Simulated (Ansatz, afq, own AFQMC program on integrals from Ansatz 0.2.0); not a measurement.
## Where AFQMC and coupled cluster stand for CH$_{3}$N$_{2}$, doublet

| atom | x (Å) | y (Å) | z (Å) |
| --- | --- | --- | --- |
| N | -1.8628 | -0.0132 | -0.0206 |
| H | -2.1600 | 0.9546 | -0.0206 |
| H | -2.1600 | -0.4155 | 0.8596 |
| H | -0.6608 | -0.0132 | -0.0206 |
| N | 1.7313 | -0.0132 | -0.0206 |
| C | 0.5712 | -0.0132 | -0.0206 |

Connectivity, by distances: NH2 ··· N–C, 1 bridging H.

Basis cc-pVDZ. Noble-gas cores (and the filled d shells of Ga–Kr and In–Xe) are frozen. Ansatz 0.2.0 and our own AFQMC program on the same integrals; the CISD trial comes from CCSD amplitudes, and released means the phaseless constraint is let go. ± is one standard error of the sampling.

Determinant: UHF, the one that the program's search chose, which needn't be the lowest solution. The geometry is a point of a scan.

No full CI on the walks' own integrals is used here; CCSDT(Q) serves as the reference and is uncertain by about the last step of the cluster series.

Cautions: unrestricted determinant slightly spin contaminated (⟨S²⟩ 0.84 against 0.75).

```
T1 diagnostic                               : 0.0325
weight of the determinant in the CISD state : 0.814
⟨S²⟩ of the determinant                     : 0.840
size of the correlated space                : 17 electrons in 54 orbitals
```

```tsv
level	correlation energy (eV)
MP2	-11.9735
CCSD	-12.8471
CCSD(T)	-13.3191
```

Task: Estimate where AFQMC with the constraint released lies against CCSD(T) on the same integrals.

Result: 9.2 ± 1.2 kJ/mol below CCSD(T).

Reference: CCSDT(Q), correlation energy -13.399 eV. The released energy is read at 1.50 1/Eh (meV from the phaseless value at times in 1/Eh: -18 ± 8 at 0.24, -32 ± 7 at 0.51, -31 ± 5 at 0.99, -40 ± 12 at 1.50).

| level | E − E(reference) (kJ/mol) | share of correlation (%) |
| --- | --- | --- |
| CCSD(T) | 7.7 | 99.40 |
| CCSDT | 5.2 | 99.60 |
| ph-AFQMC/CISD | 2.4 ± 0.8 | 99.82 |
| released AFQMC | -1.5 ± 1.2 | 100.11 |

A walk keeps the symmetry of its determinant, which the program's search chose and which needn't be the lowest solution, so a lower state of the same spin and another symmetry isn't excluded. Released energies are given only where the last usable release times agree within the noise; a slower fall can still hide under it.
